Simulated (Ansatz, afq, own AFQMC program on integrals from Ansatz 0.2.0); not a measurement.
# Where AFQMC and coupled cluster stand for Ge2H2, triplet

```xyz
4

Ge    0.0000   -0.1670    3.2112
Ge    0.0000    0.1670   -3.2112
H     0.0000    1.3479    3.6639
H     0.0000   -1.3479   -3.6639
```

Connectivity, by distances: GeH ··· GeH.

Basis cc-pVDZ. Only valence electrons are correlated. Ansatz 0.2.0 and our own AFQMC program on the same integrals; the CISD trial comes from CCSD amplitudes, and released means the phaseless constraint is let go. Uncertainties: one standard error, sampling alone. No spin–orbit coupling.

Determinant: UHF, the one that the program's search chose, which needn't be the lowest solution. The geometry is a point of a scan.

No full CI on the walks' own integrals is used here; CCSDT(Q) serves as the reference and is uncertain by about the last step of the cluster series.

Cautions: no relativity below Rb; no spin-orbit coupling; inner d shell frozen; lower spins were not checked.

The T1 diagnostic is 0.0136. The weight of the determinant in the CISD state is 0.872. The ⟨S²⟩ of the determinant is 2.023 and the size of the correlated space is 10 electrons in 36 orbitals.

```csv
level,correlation energy (eV)
MP2,-3.3020
CCSD,-4.4787
CCSD(T),-4.5545
```

Question: Estimate where phaseless AFQMC with a CISD trial lies against CCSD(T) on the same integrals.

Answer: 0.7 ± 0.8 kJ/mol below CCSD(T). The gap is under twice the noise, so this walk alone can't tell the two apart.

Reference: CCSDT(Q), correlation energy -4.580 eV. The released energy is read at 2.40 1/Eh (meV from the phaseless value at times in 1/Eh: -9 ± 9 at 0.24, -19 ± 8 at 0.51, -1 ± 5 at 0.99, -9 ± 10 at 1.62, -12 ± 9 at 2.40).

```tsv
level	E − E(reference) (kJ/mol)	share of correlation (%)
CCSD(T)	2.4	99.45
CCSDT	0.2	99.95
ph-AFQMC/CISD	1.7 ± 0.8	99.61
released AFQMC	0.5 ± 0.9	99.88
```

Released energies are given only where the last usable release times agree within the noise; a slower fall can still hide under it.
